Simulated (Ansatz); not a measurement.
Mulliken charges of C2H5NO, SMILES `C/C=N/O` from ωB97M-V/def2-TZVPP in Ansatz (PBE0-D4/def2-TZVP geometry).

| atom | x (Å) | y (Å) | z (Å) | charge (e) |
| --- | --- | --- | --- | --- |
| C1 | -0.999 | 0.588 | 0.688 | -0.256 |
| C2 | -0.159 | -0.220 | -0.231 | -0.022 |
| N3 | 1.102 | -0.123 | -0.188 | -0.090 |
| O4 | 1.713 | -0.950 | -1.117 | -0.220 |
| H5 | -1.620 | -0.060 | 1.314 | 0.104 |
| H6 | -0.373 | 1.208 | 1.330 | 0.100 |
| H7 | -1.679 | 1.233 | 0.123 | 0.104 |
| H8 | -0.632 | -0.898 | -0.944 | 0.087 |
| H9 | 2.648 | -0.778 | -0.976 | 0.193 |

Q: By hand: the dipole of these point charges (1 e Å = 4.8032 D).

A: Σ q r = (-0.141, 0.089, 0.104) e Å, of length 0.197 e Å = 0.95 D.

Q: How does the dipole of the full density compare? (An estimate is asked.)

A: Ansatz gave: (-0.133, 0.038, 0.048) e Å, 0.70 D; the point charges give 1.36 times that, at 19° from its direction.

Point charges leave out the atoms' own dipoles, such as those of lone pairs, and Mulliken's split depends on the basis, so the two needn't agree.
